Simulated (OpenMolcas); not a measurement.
**triplet NH3: levels of theory compared**

Aim: a comparison of 6 runs (UHF/def2-TZVPPD, UBLYP/def2-TZVPPD, UM06-L/def2-TZVPPD, UPBE0/def2-TZVPPD, USVWN5/def2-TZVPPD, ROCCSD(T)/def2-TZVPPD) of triplet NH3. 

Program for the calculation: OpenMolcas 26.06.

## (1) The system as given

The species is NH3 (4 atoms), meant as a triplet with charge 0. SMILES of the parent species: `N`. The coordinates come from a PBE0-D4/def2-TZVP relaxation. That shape belongs to the parent species and isn't relaxed for this state.

Bond lengths: N1–H2 1.013 Å, N1–H3 1.013 Å, N1–H4 1.013 Å. Angles: H2–N1–H3 107.1°, H2–N1–H4 107.1°, H3–N1–H4 107.1°.

## (2) A single-point energy at UHF/def2-TZVPPD (run 1)

File struct.xyz:

```xyz
4

N     -0.069910     0.249470     0.110930
H      0.490470    -0.301820     0.749180
H     -0.887480    -0.301940    -0.118910
H      0.466920     0.354280    -0.741200
```

File run.input:

```
>>> EXPORT MOLCAS_PRINT=2

&GATEWAY
  BasLib = $CurrDir
  Coord = struct.xyz
  Basis = def2-TZVPPD
  Group = NoSym

&SEWARD

&SCF
  UHF
  Spin = 3
  Thresholds = 1e-10 1e-07 1e-07 1e-05
  PrOrbitals = 0
```

The basis set def2-TZVPPD is read from a file made from the Basis Set Exchange's data (not shown).

Run with:

```
export MOLCAS_MEM=1860
pymolcas run.input > run.log
```

Standard output:

```text
--- Start Module: gateway ---
[...]
--- Stop Module: gateway /rc=_RC_ALL_IS_WELL_ ---
--- Start Module: seward ---
[...]
      Basis functions           88
--- Stop Module: seward /rc=_RC_ALL_IS_WELL_ ---
[...]
--- Start Module: scf ---
[...]
       Convergence after  18 Iterations
[...]
::    Total SCF energy                                -56.0222077372
[...]
      Total spin, S                                     1.0022478695
[...]
      Total electronic charge=   10.000000
      Total            charge=   -0.000000
[...]
      Dipole Moment (debye):
      Origin of the operator (angstrom)=   -0.0534    0.1904    0.0847
                   X= -1.7986E-01               Y=  6.4172E-01               Z=  2.8533E-01           Total=  7.2496E-01
      Quadrupole Moment (debye*angstrom):
[...]
--- Stop Module: scf /rc=_RC_ALL_IS_WELL_ ---
[...]
```

It took 6.9 s on 1 thread of Arm Neoverse V2, shared host; peak memory 0.48 GiB.

## (3) A single-point energy at UBLYP/def2-TZVPPD (run 2)

File job.inp:

```
&GATEWAY
BasLib
$CurrDir
Coord
4
angstrom
N       -0.069910       0.249470       0.110930
H        0.490470      -0.301820       0.749180
H       -0.887480      -0.301940      -0.118910
H        0.466920       0.354280      -0.741200
Basis
def2-TZVPPD
Group
NoSym
&SEWARD
GridInput
Grid=UltraFine
End of Grid
&SCF
UHF
Spin
3
KSDFT
BLYP
Thresholds
1e-10 1e-07 1e-07 1e-05
PrOrbitals
1
```

The basis set def2-TZVPPD is read from a file made from the Basis Set Exchange's data (not shown).

Run with:

```
export MOLCAS_MEM=1860
pymolcas job.inp > job.log
```

Standard output:

```text
--- Start Module: gateway ---
[...]
--- Stop Module: gateway /rc=_RC_ALL_IS_WELL_ ---
--- Start Module: seward ---
[...]
      Basis functions           88
--- Stop Module: seward /rc=_RC_ALL_IS_WELL_ ---
[...]
--- Start Module: scf ---
[...]
       Convergence after  15 Iterations
[...]
::    Total KS-DFT energy                             -56.3335251482
[...]
      Total spin, S                                     1.0005249380
[...]
      Total electronic charge=   10.000000
      Total            charge=   -0.000000
[...]
      Dipole Moment (debye):
      Origin of the operator (angstrom)=   -0.0534    0.1904    0.0847
                   X= -1.3740E-01               Y=  4.9028E-01               Z=  2.1799E-01           Total=  5.5387E-01
      Quadrupole Moment (debye*angstrom):
[...]
--- Stop Module: scf /rc=_RC_ALL_IS_WELL_ ---
[...]
```

Run time: 26 s. Hardware: 1 thread of Arm Neoverse V2, shared host; peak memory 0.48 GiB.

Runs 3 to 4 aren't shown in full; the table further down has their settings and results.

## (4) A single-point energy at USVWN5/def2-TZVPPD (run 5)

File run.inp:

```
>>> EXPORT MOLCAS_PRINT=2
&GATEWAY
BasLib = $CurrDir
Coord
4
angstrom
N       -0.069910       0.249470       0.110930
H        0.490470      -0.301820       0.749180
H       -0.887480      -0.301940      -0.118910
H        0.466920       0.354280      -0.741200
Basis = def2-TZVPPD
Group = NoSym
&SEWARD
GridInput
Grid=UltraFine
End of Grid
&SCF
UHF
Spin = 3
KSDFT = SVWN5
Thresholds = 1e-10 1e-07 1e-07 1e-05
PrOrbitals = 1 1
```

The basis set def2-TZVPPD is read from a file made from the Basis Set Exchange's data (not shown).

Run with:

```
export MOLCAS_MEM=1860
pymolcas run.inp > run.log
```

Standard output:

```text
--- Start Module: gateway ---
[...]
--- Stop Module: gateway /rc=_RC_ALL_IS_WELL_ ---
--- Start Module: seward ---
[...]
      Basis functions           88
--- Stop Module: seward /rc=_RC_ALL_IS_WELL_ ---
[...]
--- Start Module: scf ---
[...]
       Convergence after  15 Iterations
[...]
::    Total KS-DFT energy                             -55.8673796860
[...]
      Total spin, S                                     1.0004751127
[...]
      Total electronic charge=   10.000000
      Total            charge=   -0.000000
[...]
      Dipole Moment (debye):
      Origin of the operator (angstrom)=   -0.0534    0.1904    0.0847
                   X= -1.3423E-01               Y=  4.7896E-01               Z=  2.1296E-01           Total=  5.4109E-01
      Quadrupole Moment (debye*angstrom):
[...]
--- Stop Module: scf /rc=_RC_ALL_IS_WELL_ ---
[...]
```

Run time: 17 s. Hardware: 1 thread of Arm Neoverse V2, shared host; peak memory 0.48 GiB.

## (5) A single-point energy at ROCCSD(T)/def2-TZVPPD (run 6)

File test.inp:

```
>>> EXPORT MOLCAS_PRINT=2

&gateway
  baslib=$CurrDir
  coord
  4
  angstrom
  N       -0.069910       0.249470       0.110930
  H        0.490470      -0.301820       0.749180
  H       -0.887480      -0.301940      -0.118910
  H        0.466920       0.354280      -0.741200
  basis=def2-TZVPPD
  group=NoSym

&seward

&scf
  uhf
  spin=3
  thresholds=1e-10 1e-07 1e-07 1e-05
  prorbitals=1 2

&rasscf
  fileorb=$Project.UnaOrb
  spin=3
  nactel=2 0 0
  inactive=4
  ras2=2
  outorbitals=Canonical
  orblisting=Few

&motra
  jobiph
  frozen=1

&ccsdt
  cct
  triples=3
  iterations=80
  accuracy=1e-08
  extrapolation=5 4
```

The basis set def2-TZVPPD is read from a file made from the Basis Set Exchange's data (not shown).

Run with:

```
export MOLCAS_MEM=1860
pymolcas test.inp > test.log
```

Standard output:

```text
--- Start Module: gateway ---
[...]
--- Stop Module: gateway /rc=_RC_ALL_IS_WELL_ ---
[...]
      Basis functions           88
[...]
       Convergence after  18 Iterations
[...]
::    Total SCF energy                                -56.0222077372
[...]
      Total spin, S                                     1.0022478695
[...]
      Number of active orbitals                  2
[...]
      Spin quantum number                      1.0
[...]
      Active orbitals                            2
[...]
      Number of CSFs                             1
[...]
      Number of root(s) required                 1
[...]
      Convergence after 10 iterations
[...]
      printout of CI-coefficients larger than  0.05 for root  1
      energy=     -56.017978
      conf/sym  11     Coeff  Weight
             1  uu   1.00000 1.00000
      Natural orbitals and occupation numbers for root  1
      sym 1:   1.000000   1.000000
      ************************************************************************************************************************
      *                                                    Final results                                                     *
[...]
::    RASSCF root number  1 Total energy:    -56.01797751
[...]
      Total electronic charge=   10.000000
      Total            charge=   -0.000000
[...]
      Dipole Moment (debye):
      Origin of the operator (angstrom)=   -0.0534    0.1904    0.0847
                   X= -1.7024E-01               Y=  6.0741E-01               Z=  2.7008E-01           Total=  6.8620E-01
      Quadrupole Moment (debye*angstrom):
[...]
--- Start Module: motra ---
[...]
      *** WARNING: Default frozen orbitals is overwritten by user input.
      *** Default values:   1
[...]
--- Stop Module: motra /rc=_RC_ALL_IS_WELL_ ---
[...]
--- Start Module: ccsdt ---
[...]
      Convergence after                    15  Iterations
      Total energy (diff) :     -56.23552872       0.00000000
[...]
 METHOD                       : CCSD+T(CCSD)+<T3(1)WT1>+<T3(1)UT2> = CCSD(T)
[...]
       CCSD     =       -56.2355287191686
[...]
--- Stop Module: ccsdt /rc=_RC_ALL_IS_WELL_ ---
[...]
```

Wall time 20 s (1 thread of Arm Neoverse V2, shared host); peak memory 0.48 GiB.

## (6) All runs side by side

```csv
run,level,integration grid,frozen core orbitals,energy (Eh),dipole moment (D),HOMO energy (eV),⟨S²⟩,wall time
1,UHF/def2-TZVPPD,–,–,-56.022208,0.72,-3.99,2.007,6.9 s
2,UBLYP/def2-TZVPPD,UltraFine,–,-56.333525,0.55,-2.13,2.002,26 s
3,UM06-L/def2-TZVPPD,UltraFine,–,-56.330742,0.53,-2.22,2.005,47 s
4,UPBE0/def2-TZVPPD,UltraFine,–,-56.287128,0.74,-2.80,2.002,27 s
5,USVWN5/def2-TZVPPD,UltraFine,–,-55.867380,0.54,-2.36,2.001,17 s
6,ROCCSD(T)/def2-TZVPPD,–,1,-56.241894,–,–,–,20 s
```

## (7) Outcome

```
             quantity         value
  run 6: total energy  -56.24189 Eh
run 6: (T) correction     -6.37 mEh
```

What this shows: Over runs 1, 2, 3, 4, 5 the dipole moment (its size) runs from 0.53 D (UM06-L/def2-TZVPPD) to 0.74 D (UPBE0/def2-TZVPPD). Totals of different functionals can't be ranked against each other. All runs together took 2.4 min, the longest 47 s.
